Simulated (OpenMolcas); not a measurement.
How basis sets differ on SiHCl (SMILES [SiH]Cl)

The species is SiHCl (3 atoms), meant as a singlet with charge 0. SMILES: `[SiH]Cl`. Geometry: relaxed at PBE0-D4/def2-TZVP.

```xyz
3

Si   -0.5483    0.5710   -0.2339
Cl    1.2754    0.3528    0.7362
H    -0.7271   -0.9238   -0.5023
```

Quantity: the dipole moment, in D. The values are calculated.

```tsv
level	kind	program	value (D)
HF/ANO-R0 (sfX2C)	Hartree–Fock	OpenMolcas	1.04
HF/ANO-RCC-MB (DKH2)	Hartree–Fock	OpenMolcas	2.19
HF/STO-3G	Hartree–Fock	OpenMolcas	2.97
HF/3-21G	Hartree–Fock	OpenMolcas	2.48
HF/cc-pVTZ	Hartree–Fock	OpenMolcas	1.26
```

The values span 1.04 to 2.97 D. Magnitudes only. Sets without polarisation functions give poor dipoles.
